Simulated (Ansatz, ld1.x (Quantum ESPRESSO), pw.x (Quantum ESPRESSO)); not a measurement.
# pw.x on sc Si: one setting changed

Potential: norm-conserving Troullier–Martins (Kleinman–Bylander form), ld1.x (Quantum ESPRESSO) 7.5, LDA (PW92); core [Ne], reference 3s2 3p2; waves: 3s (bound): rc 1.55 bohr; 3d channel at 0.25 Ry: rc 1.60 bohr; 3p (bound): rc 1.55 bohr; local part: the p channel; core correction: none.

The reference run (k-mesh 13³, cutoffs 55/220 Ry, Fermi–Dirac 0.01 Ry, mixing_beta 0.4, conv_thr 1e-9, no spin) gives -0.42 GPa at 15.704 Å³/atom, where all-electron LAPW gives 0.11 GPa. This run, with its own iteration cap, changes ecutrho/ecutwfc to 16.

```
&control
  calculation='scf', prefix='x', pseudo_dir='./', outdir='./tmp', tstress=.true., disk_io='none'
/
&system
  ibrav=0, nat=1, ntyp=1, ecutwfc=55, ecutrho=880, nbnd=9,
  occupations='smearing', smearing='fd', degauss=0.01
/
&electrons
  conv_thr=1e-09, mixing_beta=0.4, electron_maxstep=60
/
ATOMIC_SPECIES
Si 1.0 Si.UPF
CELL_PARAMETERS angstrom
  2.50420625 0.00000000 0.00000000
  0.00000000 2.50420625 0.00000000
  0.00000000 0.00000000 2.50420625
ATOMIC_POSITIONS crystal
Si 0.0000 0.0000 0.0000
K_POINTS automatic
13 13 13 0 0 0
```

```bash
pw.x < Si.scf.in > Si.scf.out
```

How does the run end?

It converges in 5 iterations; the free energy moves by +0.0 meV/atom and the pressure by +0.00 GPa. The result is that of the reference run.

```
Message from routine setup:
     no reason to have ecutrho>4*ecutwfc
     Message from routine setup:
     using ibrav=0 with symmetry is DISCOURAGED, use correct ibrav instead
     lattice parameter (alat)  =       4.7323  a.u.
     unit-cell volume          =     105.9758 (a.u.)^3
     number of electrons       =         4.00
     number of Kohn-Sham states=            9
     kinetic-energy cutoff     =      55.0000  Ry
     charge density cutoff     =     880.0000  Ry
     scf convergence threshold =      1.0E-09
     Exchange-correlation= PW
     number of k points=    84  Fermi-Dirac smearing, width (Ry)=  0.0100
     iteration #  1     ecut=    55.00 Ry     beta= 0.40
     total energy              =      -7.91954148 Ry
     estimated scf accuracy    <       0.00364279 Ry
     iteration #  2     ecut=    55.00 Ry     beta= 0.40
     total energy              =      -7.91955311 Ry
     estimated scf accuracy    <       0.00130978 Ry
     iteration #  3     ecut=    55.00 Ry     beta= 0.40
     total energy              =      -7.91955408 Ry
     estimated scf accuracy    <       0.00000007 Ry
     iteration #  4     ecut=    55.00 Ry     beta= 0.40
     total energy              =      -7.91955414 Ry
     estimated scf accuracy    <       0.00000001 Ry
     iteration #  5     ecut=    55.00 Ry     beta= 0.40
     the Fermi energy is     8.9884 ev
!    total energy              =      -7.91955414 Ry
     estimated scf accuracy    <          2.3E-10 Ry
     smearing contrib. (-TS)   =      -0.00203180 Ry
     The total energy is F=E-TS. E is the sum of the following terms:
     one-electron contribution =       3.97242520 Ry
     hartree contribution      =       0.12870410 Ry
     xc contribution           =      -2.42561965 Ry
     ewald contribution        =      -9.59303199 Ry
     convergence has been achieved in   5 iterations
          total   stress  (Ry/bohr**3)                   (kbar)     P=       -4.19
     Message from routine punch:
     Nothing written, as per user request (disk_io='none')
```

The run took about 4.6 s on one core of a shared host (Neoverse-V1, 32 threads, 247 GiB, load 14).
